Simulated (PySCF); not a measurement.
PySCF input for C₂H₄O₂, SMILES COC=O, HF/pcSseg-1. Geometry: PBE-D3(BJ)/def2-SVP. One conformer was computed; it need not be the lowest.

```python
import numpy as np
from pyscf import gto, scf, dft
from pyscf.prop.nmr import rhf as nmr

mol = gto.M(
    atom='''
    C    -0.40201715   -1.36546983    0.00000000
    O     0.73194949   -0.48391028   -0.00000000
    C     0.43704853    0.83166031   -0.00000000
    O    -0.67595810    1.30672215   -0.00000000
    H    -1.03044337   -1.19933297   -0.89820704
    H     0.00648214   -2.39128582    0.00000000
    H    -1.03044338   -1.19933297    0.89820704
    H     1.39628517    1.41031398    0.00000001
    ''',
    basis='pcSseg-1',
    charge=0,
    spin=0,
    max_memory=1600,
    verbose=3,
)
mf = scf.RHF(mol)
mf.conv_tol = 1e-10
mf.max_cycle = 100
mf.kernel()
n = nmr.NMR(mf)
n.verbose = 2
n.max_cycle_cphf = 60
sigma = n.kernel()
print('atom   isotropic/ppm   span/ppm')
for i, s in enumerate(sigma):
    w = np.linalg.eigvalsh((s + s.T) / 2)
    print(f'{mol.atom_symbol(i):2s}{i + 1:3d} {w.mean():14.3f} {w[2] - w[0]:11.3f}')
```

Output:

```
converged SCF energy = -227.755186891131
atom   isotropic/ppm   span/ppm
C   1        139.441      64.744
O   2        169.958     315.543
C   3         17.777     186.589
O   4       -126.990     753.724
H   5         27.718       8.682
H   6         27.830       9.285
H   7         27.718       8.682
H   8         23.711       7.509
```

The calculation finished and met its thresholds.

Cost: very roughly 5 core-seconds.
